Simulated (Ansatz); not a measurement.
Mulliken charges of CH₄BN (`BN=C`) from ωB97M-V/def2-TZVPP in Ansatz (PBE0-D4/def2-TZVP geometry).

| atom | x (Å) | y (Å) | z (Å) | charge (e) |
| --- | --- | --- | --- | --- |
| B1 | -1.112 | 0.376 | -0.546 | -0.253 |
| N2 | 0.050 | -0.024 | 0.013 | -0.006 |
| C3 | 1.118 | -0.391 | 0.528 | -0.056 |
| H4 | -1.532 | -0.227 | -1.491 | 0.043 |
| H5 | -1.681 | 1.319 | -0.077 | 0.043 |
| H6 | 1.138 | -1.127 | 1.337 | 0.115 |
| H7 | 2.080 | 0.007 | 0.192 | 0.115 |

Task: By hand: the dipole of these point charges (1 e Å = 4.8032 D).

Result: Σ q r = (0.450, -0.155, 0.217) e Å, of length 0.523 e Å = 2.51 D.

Task: How does the dipole of the full density compare? (An estimate is asked.)

Result: Computed: (0.392, -0.135, 0.189) e Å, 2.19 D; the point charges give 1.15 times that, at 0° from its direction.

Point charges leave out the atoms' own dipoles, such as those of lone pairs, and Mulliken's split depends on the basis, so the close match here is no proof of good charges.
